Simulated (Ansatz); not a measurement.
Geometry optimisation, Ansatz, UKS B3LYP-D4/STO-3G.

Input file:

```yaml
crystal:
  periodic: [false, false, false]
  atoms:
    - { symbol: C, position_ang: [1.4123, -0.0448, 1.4566] }
    - { symbol: "N", position_ang: [0.309, -0.5019, 0.8977] }
    - { symbol: C, position_ang: [-0.0824, 0.2281, -0.3272] }
    - { symbol: C, position_ang: [-1.2107, -0.3623, -0.944] }
    - { symbol: F, position_ang: [0.979, 0.1811, -1.2157] }
    - { symbol: F, position_ang: [-0.2728, 1.5471, -0.0218] }
    - { symbol: H, position_ang: [1.9438, 0.8699, 1.0462] }
    - { symbol: H, position_ang: [1.7985, -0.4271, 2.3651] }
    - { symbol: H, position_ang: [-2.1339, -0.3059, -0.2143] }
    - { symbol: H, position_ang: [-1.5491, 0.1772, -1.8257] }
    - { symbol: H, position_ang: [-1.1283, -1.4184, -1.1962] }
magnetization:
  spin_polarized: true
basis:
  gaussian: { orbitals: STO-3G }
hamiltonian:
  xc: b3lyp
  dispersion: d4
relax:
  f_tol: 0.02
  max_steps: 40
output:
  orbitals: {}
```

Launched with:

```bash
$ ansatz run input.yaml --threads 1 --pin off --max-ram 2048MiB --backend cpu --events-out ev --progress --plain --runs-dir out
```

Problem. Where does it end, and by what steps?

Solution. The run converged. Limits of this set-up: minimal basis. After 26 steps the energy has fallen by 1.057 eV; H7 moved furthest, 1.13 Å. The start is strongly strained (largest force component 8 eV/Å).

```json
{"step": "0", "energy less start (eV)": "0.0000", "largest force component (eV/Å)": "8.377", "accepted": "yes"}
{"step": "1", "energy less start (eV)": "-0.7728", "largest force component (eV/Å)": "2.332", "accepted": "yes"}
{"step": "2", "energy less start (eV)": "-0.6364", "largest force component (eV/Å)": "3.157", "accepted": "no"}
{"step": "3", "energy less start (eV)": "-0.9627", "largest force component (eV/Å)": "0.604", "accepted": "yes"}
{"step": "4", "energy less start (eV)": "-0.9695", "largest force component (eV/Å)": "0.295", "accepted": "yes"}
{"step": "5", "energy less start (eV)": "-0.9772", "largest force component (eV/Å)": "0.192", "accepted": "yes"}
{"step": "6", "energy less start (eV)": "-0.9786", "largest force component (eV/Å)": "0.069", "accepted": "yes"}
{"step": "7", "energy less start (eV)": "-0.9791", "largest force component (eV/Å)": "0.067", "accepted": "yes"}
{"step": "8", "energy less start (eV)": "-0.9802", "largest force component (eV/Å)": "0.115", "accepted": "yes"}
{"step": "9", "energy less start (eV)": "-0.9805", "largest force component (eV/Å)": "0.129", "accepted": "yes"}
{"step": "10", "energy less start (eV)": "-0.9781", "largest force component (eV/Å)": "0.829", "accepted": "no"}
{"step": "11", "energy less start (eV)": "-0.9845", "largest force component (eV/Å)": "0.258", "accepted": "yes"}
{"step": "12", "energy less start (eV)": "-0.9872", "largest force component (eV/Å)": "0.599", "accepted": "yes"}
{"step": "13", "energy less start (eV)": "-1.0059", "largest force component (eV/Å)": "0.357", "accepted": "yes"}
{"step": "14", "energy less start (eV)": "-1.0255", "largest force component (eV/Å)": "0.231", "accepted": "yes"}
{"step": "15", "energy less start (eV)": "-0.9101", "largest force component (eV/Å)": "1.471", "accepted": "no"}
{"step": "16", "energy less start (eV)": "-1.0353", "largest force component (eV/Å)": "0.466", "accepted": "yes"}
{"step": "17", "energy less start (eV)": "-1.0443", "largest force component (eV/Å)": "0.162", "accepted": "yes"}
{"step": "18", "energy less start (eV)": "-1.0506", "largest force component (eV/Å)": "0.190", "accepted": "yes"}
{"step": "19", "energy less start (eV)": "-1.0406", "largest force component (eV/Å)": "0.484", "accepted": "no"}
{"step": "20", "energy less start (eV)": "-1.0539", "largest force component (eV/Å)": "0.169", "accepted": "yes"}
{"step": "21", "energy less start (eV)": "-1.0551", "largest force component (eV/Å)": "0.221", "accepted": "yes"}
{"step": "22", "energy less start (eV)": "-1.0558", "largest force component (eV/Å)": "0.135", "accepted": "yes"}
{"step": "23", "energy less start (eV)": "-1.0566", "largest force component (eV/Å)": "0.064", "accepted": "yes"}
{"step": "24", "energy less start (eV)": "-1.0569", "largest force component (eV/Å)": "0.027", "accepted": "yes"}
{"step": "25", "energy less start (eV)": "-1.0570", "largest force component (eV/Å)": "0.026", "accepted": "yes"}
{"step": "26", "energy less start (eV)": "-1.0570", "largest force component (eV/Å)": "0.017", "accepted": "yes"}
```

```xyz
11
Properties=species:S:1:pos:R:3
C 1.386 -0.203 1.373
N 0.125 0.113 1.219
C -0.166 0.597 -0.258
C -1.179 -0.433 -0.905
F 1.001 0.702 -1.028
F -0.729 1.873 -0.152
H 2.144 -0.131 0.567
H 1.727 -0.556 2.361
H -2.068 -0.515 -0.263
H -1.477 -0.084 -1.905
H -0.699 -1.419 -0.989
```

Whether the end is a true minimum wasn't checked by a vibrational analysis.

Run time: 83 s on 1 thread of Arm Neoverse V2, on a shared host, peak memory 0.15 GiB.
